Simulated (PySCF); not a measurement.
# Substituent effects on chemical shifts

Parent skeleton `[cH:1]1[cH:2][cH:3][o:4][cH:5]1`; one hydrogen on atom 3 is replaced by X. Hydrogens on one atom are averaged.

One computed conformer, no relativistic terms, no solvent, averaged over atoms made equivalent by symmetry, fast rotation or ring inversion. σ from GIAO-PBE0/pcSseg-1; coordinates at the GFN2-xTB level; PySCF 2.14.

Chemical shifts δ = σref − σ; ¹³C (σ = 186.93 ppm) and ¹H (σ = 31.72 ppm) vs TMS; ¹⁷O (σ = 336.08 ppm) against H2O, all at this level.

Parent (X = H): C1 116.7, C2 116.7, C3 147.1, O4 303.6, C5 147.1, H(C1) 6.70, H(C2) 6.70, H(C5) 7.57 ppm. Effects are Δδ = δ(X) − δ(H), positive for deshielding.

Task: Give Δδ (ppm) for X = OCOCH3, OCHF2, OC2H5, N-pyrrolidinyl, CHF2, vinyl, SCF3, CF=CF2, F.

Result: 
```tsv
X	SMILES	C1	C2	C3	O4	C5	H(C1)	H(C2)	H(C5)
OCOCH3	CC(=O)Oc1ccco1	+1.4	-16.9	+13.2	-18.2	-10.5	-0.05	+0.29	-0.51
OCHF2	FC(F)Oc1ccco1	+2.5	-23.6	+15.0	-26.5	-9.2	+0.04	-0.80	-0.51
OC2H5	CCOc1ccco1	+2.6	-26.9	+20.1	-27.8	-12.4	-0.11	-1.14	-0.64
N-pyrrolidinyl	c1coc(N2CCCC2)c1	+2.1	-30.9	+16.6	-31.8	-10.9	-0.16	-1.57	-0.56
CHF2	FC(F)c1ccco1	+2.1	+1.9	+9.9	+1.4	+0.5	+0.18	+0.57	-0.04
vinyl	C=Cc1ccco1	+1.7	+0.8	+12.7	-13.8	-0.1	-0.06	-0.20	-0.09
SCF3	FC(F)(F)Sc1ccco1	+3.1	+15.4	-4.1	+21.7	+5.7	+0.16	+0.64	+0.20
CF=CF2	FC(F)=C(F)c1ccco1	+2.0	-0.2	+1.9	-15.9	+1.3	+0.14	+0.24	+0.05
F	Fc1ccco1	+1.5	-27.2	+21.7	-17.2	-11.0	-0.08	-0.96	-0.60
```

Task: Which position responds most, and to which substituents?

Result: O4: from -31.8 ppm with N-pyrrolidinyl to +21.7 ppm with SCF3.

Unscaled 17O shifts of doubly bonded oxygen tend to come out too high, by tens of ppm or more. Experimental scales use liquid or dissolved standards, which lie at an offset from isolated H2O (liquid H2O: subtract about 36 ppm).
